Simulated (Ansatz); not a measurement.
# C2H3ClO, SMILES OC=CCl: a rigid scan of one bond length

Computed with Ansatz's Python interface.

The cells in order, each with its output:

```python
import ansatz as az
import numpy as np
```

```python
SETTINGS = {
    "basis_set": "cc-pVDZ",
    "functional": "pbe0",
}
```

```python
molecule = (
    az.Crystal.molecule()
    .atom("O", [-0.8136, 1.2283, 0.119])
    .atom("C", [0.2783, 0.5388, 0.2785])
    .atom("C", [0.404, -0.731, -0.0947])
    .atom("Cl", [-0.7245, -1.6457, -0.8298])
    .atom("H", [-1.5196, 0.6858, -0.3367])
    .atom("H", [1.0587, 1.1462, 0.7493])
    .atom("H", [1.3781, -1.2905, 0.0687])
)
```

```python
symbols = [site.symbol for site in molecule.cartesian_sites]
start = np.array([site.position_ang for site in molecule.cartesian_sites])
axis = (start[3] - start[2]) / np.linalg.norm(start[3] - start[2])
moving = [3]
lengths, energies = [1.38, 1.5, 1.63, 1.79, 2.04, 2.44, 2.93, 3.58], []
for length in lengths:
    xyz = start.copy()
    xyz[moving] += (length - np.linalg.norm(start[3] - start[2])) * axis
    point = az.Crystal.molecule()
    for symbol, place in zip(symbols, xyz):
        point = point.atom(symbol, place.tolist())
    model = point.calculation().basis(gaussian=SETTINGS["basis_set"]).functional(SETTINGS["functional"])
    rep = model.run(threads=1, backend="cpu").report
    energies.append(rep["free_energy_ev"])
    print(f"r = {length:6.3f} A  E = {energies[-1]:.5f} eV  <S^2> = {abs(rep['mean_field']['state']['spin_squared']):.3f}")

print("energy above the lowest point (eV):", [round(e - min(energies), 3) for e in energies])
```

    r =  1.380 A  E = -16680.17056 eV  <S^2> = 0.000
    r =  1.500 A  E = -16682.18571 eV  <S^2> = 0.000
    r =  1.630 A  E = -16683.06734 eV  <S^2> = 0.000
    r =  1.790 A  E = -16683.18301 eV  <S^2> = 0.000
    r =  2.040 A  E = -16682.48184 eV  <S^2> = 0.000
    r =  2.440 A  E = -16680.92555 eV  <S^2> = 0.000
    r =  2.930 A  E = -16679.39403 eV  <S^2> = 0.000
    r =  3.580 A  E = -16678.15719 eV  <S^2> = 0.000
    energy above the lowest point (eV): [3.012, 0.997, 0.116, 0.0, 0.701, 2.257, 3.789, 5.026]

Reading the output:
- Total energies depend on the basis set; only differences at equal settings carry meaning.
- The rest of the molecule is held rigid at a force-field or estimated start geometry, and the basis set is modest; single-reference methods fail as a bond breaks.
- The orbitals are restricted, so S² is zero by construction.
- Toward dissociation an unrestricted state can lie under the restricted one, by tenths of an eV for polar bonds under a functional and by 1 to 2 eV or more for others.
- Finished in 19 s on 1 thread of Intel(R) Xeon(R) Platinum 8259CL CPU @ 2.50GHz (Skylake/Cascade Lake) (shared host), peak memory 0.22 GiB.
